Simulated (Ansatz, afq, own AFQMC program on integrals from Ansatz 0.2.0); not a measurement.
**BS⁺, triplet in cc-pVDZ, levels against CCSDT(Q)**

```yaml
atoms:
  - { symbol: B, position_ang: [0.0000, 0.0000, 0.0000] }
  - { symbol: S, position_ang: [0.0000, 0.0000, 1.7033] }
```

Basis cc-pVDZ. Noble-gas cores (and the filled d shells of Ga–Kr and In–Xe) are frozen. Ansatz 0.2.0 and our own AFQMC program on the same integrals; the CISD trial comes from CCSD amplitudes, and released means the phaseless constraint is let go. Free projection: walkers drawn from exp(T), propagated without any constraint. Its projection time is finite, and what remains of the start isn't in its error. Uncertainties: one standard error, sampling alone.

Determinant: UHF, the one that the program's search chose, which needn't be the lowest solution. The geometry is a PBE0/def2-TZVP stationary point of this or a neighbouring charge and spin state.

No full CI on the walks' own integrals is used here; CCSDT(Q) serves as the reference and is uncertain by about the last step of the cluster series.

Cautions: lower spins were not checked.

* T1 diagnostic: 0.0287
* weight of the determinant in the CISD state: 0.894
* ⟨S²⟩ of the determinant: 2.014
* size of the correlated space: 8 electrons in 26 orbitals

Reference: CCSDT(Q), correlation energy -4.704 eV. The released energy is read at 2.40 1/Eh (meV from the phaseless value at times in 1/Eh: -4 ± 9 at 0.24, -10 ± 8 at 0.51, -22 ± 9 at 0.99, -34 ± 12 at 1.62, -37 ± 19 at 2.40).

```
         level  E − E(reference) (kcal/mol)  share of correlation (%)
            HF                       108.48                      0.00
           MP2                        21.86                     79.85
          CCSD                         5.71                     94.74
       CCSD(T)                         1.24                     98.86
         CCSDT                         0.31                     99.71
   ph-AFQMC/HF                  1.33 ± 1.01                     98.78
 ph-AFQMC/CISD                  0.53 ± 0.22                     99.51
released AFQMC                 -0.32 ± 0.43                    100.29
    free AFQMC                 -0.01 ± 0.38                    100.01
```

Free projections are given only where their last times agree within the noise and don't stop above the reference; a slow remainder of the start can still hide under it. A walk keeps the symmetry of its determinant, which the program's search chose and which needn't be the lowest solution, so a lower state of the same spin and another symmetry isn't excluded. Released energies are given only where the last usable release times agree within the noise; a slower fall can still hide under it.
